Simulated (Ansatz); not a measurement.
# C4H: the cost of one run

Computed with Ansatz 0.2.0 (the levels named in each step, unless a step's input says otherwise).

### Step 1. The starting structure

Bond lengths: C1–C2 1.210 Å, C2–C3 1.361 Å, C3–C4 1.206 Å, C4–H5 1.049 Å. Angles: C1–C2–C3 180.0°, C2–C3–C4 180.0°, C3–C4–H5 180.0°.

Coordinates:

```xyz
5

C     0.0000    0.0000   -2.4770
C     0.0000    0.0000   -1.2670
C     0.0000    0.0000    0.0940
C     0.0000    0.0000    1.3005
H     0.0000    0.0000    2.3496
```

### Step 2. A rough first relaxation, PBE-D4/def2-SVP

This run stands in another session on the same molecule. It ended at:

```xyz
5

C     0.1218    0.0251   -2.5258
C    -0.1379   -0.0284   -1.2689
C    -0.0463   -0.0095    0.0765
C     0.0100    0.0021    1.3183
H     0.0523    0.0108    2.3998
```

### Step 3. Relaxation, PBE0-D4/def2-TZVPP

This run stands in another session on the same molecule. It ended at:

```xyz
5

C     0.0893    0.0184   -2.5093
C    -0.0988   -0.0203   -1.2472
C    -0.0353   -0.0073    0.0840
C     0.0051    0.0011    1.3040
H     0.0397    0.0082    2.3684
```

### Step 4. Frequencies, PBE0-D4/def2-TZVPP

The input, input.yaml:

```yaml
crystal:
  periodic: [false, false, false]
  atoms:
    - { symbol: C, position_ang: [0.08930746, 0.01839765, -2.50926592] }
    - { symbol: C, position_ang: [-0.09877807, -0.02034864, -1.24718379] }
    - { symbol: C, position_ang: [-0.03533131, -0.00727836, 0.08401369] }
    - { symbol: C, position_ang: [0.00511232, 0.00105316, 1.30402107] }
    - { symbol: H, position_ang: [0.03968961, 0.00817618, 2.36841494] }
magnetization:
  spin_polarized: true
  initial_magnetization: 1
basis:
  gaussian: { orbitals: def2-TZVPP }
hamiltonian:
  xc: pbe0
  dispersion: d4
phonons: {}
```

Run with:

```sh
$ ansatz run input.yaml --threads 2 --pin off --max-ram 5120MiB --backend cpu --events-out ev --progress --plain --runs-dir out
```

**Question.** How long does this run take on 2 threads of Arm Neoverse V2, shared host, and how much memory does it need?

About 59 s, with a peak of 0.29 GiB.
